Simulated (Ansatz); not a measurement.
# Other spins and charges of H₂Br⁺, singlet at one geometry

Geometry (PBE0/def2-TZVP stationary point for this spin, not checked as a minimum):

```xyz
3

Br    0.0000   -0.0246    0.0000
H     0.0000    0.9758   -1.0458
H     0.0000    0.9758    1.0458
```

Basis cc-pVDZ; Ansatz 0.2.0. Correlated methods freeze the noble-gas cores and the filled d shells of p-block atoms. Prefix R: restricted or restricted open-shell reference; prefix U: unrestricted. Active spaces: valence = (8e, 6o) chosen from the atoms' valence shells. No spin–orbit coupling is included, and no scalar relativity.

Gaps are energies of the second state less the first, at fixed atoms, for a selection of the levels run; each method lands on the state that its own search finds for that charge and spin.

Triplet less singlet: 6.948 eV at UCCSDT(Q).

| level | gap (eV) | error (meV) |
| --- | --- | --- |
| UHF | 6.602 | -346 |
| UMP2 | 7.065 | 117 |
| CISD | 6.925 | -23 |
| UCCSD | 6.949 | 1 |
| UCCSD(T) | 6.952 | 4 |
| BCCD(T) | 6.955 | 7 |
| UCCSDT | 6.946 | -2 |
| CISDTQ | 6.949 | 1 |
| CASSCF (valence space) | 7.090 | 142 |
| NEVPT2 (valence space) | 7.002 | 54 |
| MRCISD (valence space) | 6.972 | 24 |
| MRCISD+Q (valence space) | 6.954 | 6 |
| PBE | 6.736 | -212 |
| r2SCAN | 6.803 | -145 |
| PBE0 | 6.803 | -145 |
| B3LYP | 6.816 | -132 |
| wB97M-V | 6.931 | -17 |
| B2PLYP | 6.911 | -37 |
| RPA-PBE | 6.702 | -246 |

In so small a basis the reference is far from its limit while semilocal and hybrid functionals are nearer theirs (RPA and double hybrids share part of the reference's basis error), so the functionals' errors here hold much of the reference's basis and frozen-core error, which can add to them or hide them.

Full CI isn't at hand for all of this; UCCSDT(Q) serves as the reference, and is uncertain by the last step of the cluster series or more. The frozen core follows each run's orbitals, which can shift R against U totals by a few meV for light atoms and by up to 0.1 eV past Ca.
